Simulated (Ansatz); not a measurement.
A made-up structure of C2H5Na, closed shell:

```json
{"atom": "C1", "x (Å)": "-0.6331", "y (Å)": "0.2355", "z (Å)": "-0.1646"}
{"atom": "C2", "x (Å)": "0.6310", "y (Å)": "-0.0445", "z (Å)": "-0.0285"}
{"atom": "Na3", "x (Å)": "0.5908", "y (Å)": "-1.5714", "z (Å)": "1.5212"}
{"atom": "H4", "x (Å)": "-1.2759", "y (Å)": "-0.6882", "z (Å)": "-0.5068"}
{"atom": "H5", "x (Å)": "-0.5593", "y (Å)": "0.9647", "z (Å)": "-0.9110"}
{"atom": "H6", "x (Å)": "-1.1215", "y (Å)": "0.6543", "z (Å)": "0.8200"}
{"atom": "H7", "x (Å)": "1.1066", "y (Å)": "-0.4475", "z (Å)": "-1.0296"}
{"atom": "H8", "x (Å)": "1.2613", "y (Å)": "0.8970", "z (Å)": "0.2992"}
```

It is relaxed with PBE-D4/def2-SVP and then PBE0-D4/def2-TZVP (Ansatz 0.2.0). Atoms count as bonded within 1.22 times the sum of their covalent radii (H–H: 0.88 Å). The end point is not checked to be a true minimum.

Task: Does its bonding change? (A judgement: the text doesn't fix the answer.)

Result: By the calculation: Yes. Formed: none; broken: C1–Na3.

Where it ends: The first stage lowers the energy by 1.89 eV in 6 steps. It ends as C₂H₅Na ([CH3][CH2][Na]):
```xyz
8
angstrom
C -0.7373 0.3223 -0.2403
C 0.6932 -0.1162 0.0369
Na 0.9843 -1.7573 1.6635
H -1.3658 -0.5099 -0.5766
H -0.8176 1.1001 -1.0180
H -1.2228 0.7332 0.6519
H 1.1614 -0.5086 -0.8739
H 1.3046 0.7363 0.3565
```

Labels in which every atom is bracketed show which atoms are joined, not bond orders.

For scale, one of the runs: PBE0-D4/def2-TZVP relaxation, 124 basis functions, launched by `ansatz run in.yaml --threads 2 --pin off --events-out ev --progress --plain --max-ram 4352MiB`. The run took about 13 s on 2 CPU threads of an Arm Neoverse V2 (shared host).
